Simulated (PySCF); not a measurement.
Calculation: PBE-D3(BJ)/def2-TZVP // PBE0-D3(BJ)/def2-TZVP (PySCF 2.14.0). All species are isolated molecules in the gas phase. 

Reference species (SMILES): `[BH2]` (neutral, multiplicity 2).

```
Property       Result
-------------  ------
dipole moment  0.51 D
```

Changed species: `C[O]` (radical fragment; the reference has radical fragment).

Task: Give the shifts of the dipole moment.

Result: the dipole moment rises by 1.58 D, to 2.09 D.
